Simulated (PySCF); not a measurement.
B3LYP has the VWN-RPA correlation part, as in Gaussian. 

```xyz
4

N      0.0002    -0.0017     0.3040
H     -0.3400     0.8725    -0.0962
H     -0.5852    -0.7298    -0.1049
H      0.9250    -0.1410    -0.1028
```

Charge 0, multiplicity 1.

Give the Mulliken and meta-Löwdin atomic charges from B3LYP-D3(BJ)/def2-TZVP // PBE0-D3(BJ)/def2-SVP (PySCF).


```tsv
atom	Mulliken (e)	meta-Löwdin (e)
N1	-0.66	-0.66
H2	0.22	0.22
H3	0.22	0.22
H4	0.22	0.22
```
